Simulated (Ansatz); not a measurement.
**Relaxing NbH3**

Theory: DFT PBE, scalar-relativistic, plane waves, PAW (Ansatz). Cutoff 420 eV, Γ-centred k mesh, Gaussian smearing, no spin polarisation in the final step.

NbH3 was placed on the sites of a reported LaBr3 cell (P6_3/m, No. 176), with Nb in place of La, H in place of Br, at a guessed volume.

```
Nb H
1.0
     5.19592    0.00000    0.00000
    -2.59796    4.49980    0.00000
     0.00000    0.00000    2.94338
Nb H
2 6
Direct
  0.33333 0.66667 0.25000
  0.66667 0.33333 0.75000
  0.38506 0.29878 0.25000
  0.08628 0.38506 0.75000
  0.70122 0.08628 0.25000
  0.61494 0.70122 0.75000
  0.91372 0.61494 0.25000
  0.29878 0.91372 0.75000
```

Cell and atoms relax at zero pressure; the relaxation can't lower the symmetry of the start. After a coarse first stage the cell is made exact in the group found at 0.06 Å.

Formation energies are uncorrected and refer to the elements' standard structures at the same level (H₂ as a molecule).

Q: What does it relax into?

A: It keeps P6_3/m (No. 176). Conventional cell: a = 4.944 Å, c = 2.934 Å. Nb has 9 H at 1.97–1.99 Å; around H lie 3 Nb at 1.97–1.99 Å and 8 H at 2.24–2.33 Å.

```cif
data_structure
_symmetry_space_group_name_H-M 'P6_3/m'
_symmetry_Int_Tables_number 176
_cell_length_a 4.9436
_cell_length_b 4.9436
_cell_length_c 2.9335
_cell_angle_alpha 90.000
_cell_angle_beta 90.000
_cell_angle_gamma 120.000
_cell_volume 62.09
loop_
_atom_site_label
_atom_site_type_symbol
_atom_site_symmetry_multiplicity
_atom_site_Wyckoff_symbol
_atom_site_fract_x
_atom_site_fract_y
_atom_site_fract_z
_atom_site_occupancy
Nb1 Nb 2 c 0.33333 0.66667 0.25000 1
H1 H 6 h 0.37590 0.29050 0.25000 1
```

Q: What are its volume, energy, density and gap?

A: The volume per atom is 7.76 Å³, the density is 5.13 g/cm³ and the energy over the elements is -0.09 eV/atom. The gap on the 12×12×12 mesh is 0 eV (a metal).

The final run used a 12×12×12 mesh on its 8-atom cell and 0.10 eV smearing. The k mesh leaves about 4 meV/atom of noise in metals. Symmetry constrained the relaxation, so the result can be a saddle point. The steps took of the order of 50 core-seconds in all.

Cost: 3 runs of about 0.8 core-minutes in all, on Intel Xeon 6975P-C (Granite Rapids) (shared hosts).